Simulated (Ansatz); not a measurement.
Wavefunction ladder for CH5BS, SMILES `CBS`

```xyz
8

C     0.6963   -0.2226    0.8239
B    -0.3725    0.2882   -0.1881
S    -0.5724   -0.5385   -1.7541
H     0.2110   -0.4739    1.7741
H     1.3932    0.5894    1.0616
H     1.2740   -1.0873    0.4922
H    -1.0710    1.2273    0.0539
H    -1.5586    0.2175   -2.2635
```

Charge 0, multiplicity 1. The geometry is a stationary point of PBE0-D4/def2-TZVP. It is one conformer, not always the lowest. Frozen core, restricted reference, Ansatz 0.2.0. CBS rows extrapolate triple and quadruple zeta; past MP2 they add the triple-zeta difference.

| basis | HF (Eh) | MP2 corr. |
| --- | --- | --- |
| def2-SVP | -462.85452 | -0.36530 |
| def2-TZVPP | -463.06212 | -0.46090 |
| def2-QZVPP | -463.07642 | -0.49409 |

(1) Estimate the CCSD correlation energy and the (T) correction in each basis where they were run (hartree).

Results:

(1) 
| basis | CCSD corr. | (T) |
| --- | --- | --- |
| def2-SVP | -0.41050 | -0.01194 |
| def2-TZVPP | -0.50403 | -0.02070 |
| CBS(def2) | -0.56181 | as TZ |
